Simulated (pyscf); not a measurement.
**Four-centre exchange: H₃Si–SeH (SMILES [SiH3][SeH]) + H₂Se (SMILES [SeH2]) → H₃Si–Se–SeH (SMILES [SiH3][Se][SeH]) + H₂ (SMILES [H][H])**

Gas phase, singlet surface, charge 0. Bonds broken: Se1–H3, Se7–H8. Bonds formed: Se1–Se7, H3–H8. Structures and frequencies: ωB97X-D3(BJ)/def2-SVP in PySCF.

Transition state (Å):

```xyz
9

Se     0.6400     1.5978     0.5775
Si     0.3445    -0.2271    -0.7479
H      0.2524     0.7462     2.1940
H     -0.9018    -0.1153    -1.5513
H      1.5286    -0.2663    -1.6551
H      0.3117    -1.4538     0.0913
Se    -1.9520     0.7829     1.5468
H     -0.4484     0.4051     2.6757
H     -3.4304     0.5954     1.3285
```

One imaginary mode, 1597i cm⁻¹; descent along it reached the two sides named.

```
bond     change  reactant side (Å)  saddle  product side
-------  ------  -----------------  ------  ------------
Se1–H3   breaks              1.467   1.868           3.1
Se7–H8   breaks              1.463   1.918           3.5
Se1–Se7   forms                3.5     2.9         2.333
H3–H8     forms                4.1   0.916         0.761
```

Electronic energies relative to the separated reactants (kJ/mol):

```tsv
level	barrier	reaction energy	reverse barrier
ωB97X-D3(BJ)/def2-TZVP	318.3	-3.3	321.7
PBE/def2-TZVP	251.9	+9.8	242.1
r²SCAN/def2-TZVP	279.5	+12.4	267.1
B3LYP-D3(BJ)/def2-TZVP	275.8	+7.2	268.6
PBE0-D3(BJ)/def2-TZVP	286.0	+10.6	275.4
M06-2X/def2-TZVP	314.5	+3.9	310.7
ωB97M-D3(BJ)/def2-TZVP	323.7	+20.1	303.6
HF/def2-TZVP	438.6	+39.4	399.2
```

With ωB97M-D3(BJ)/def2-TZVP energies and thermal terms (ideal gas, 1 atm, RRHO with modes under 100 cm⁻¹ raised to 100, one conformer, R ln 2 for chiral ones without a mode under 150 cm⁻¹), in kJ/mol:

| T (K) | ΔH‡ | ΔG‡ | ΔH | ΔG |
|---|---|---|---|---|
| 298 | 316.4 | 362.1 | +17.0 | +27.5 |
| 600 | 318.2 | 408.0 | +21.6 | +36.2 |
| 900 | 321.9 | 452.1 | +25.0 | +42.7 |
| 1200 | 325.7 | 495.0 | +27.3 | +48.2 |

From the product side, H₃Si–Se• + SeH• + H₂ lies, by one bond made or cut, 81.9 kJ/mol under this saddle at ωB97M-D3(BJ). The same reactants have a lower exit, to HSe–SiH₂–SeH + H₂ (barrier +185.1 kJ/mol at ωB97M-D3(BJ), against +323.7 kJ/mol here). H₃Si–Se–SeH lies 61.3 kJ/mol over its isomer HSe–SiH₂–SeH (electronic energy, ωB97M-D3(BJ)). One saddle was located; it need not be the lowest between these sides. A restricted solution here is unstable towards spin polarisation, so biradical character is likely and single-reference numbers are less safe. Elements up to Kr have no core potential and no relativistic terms here.
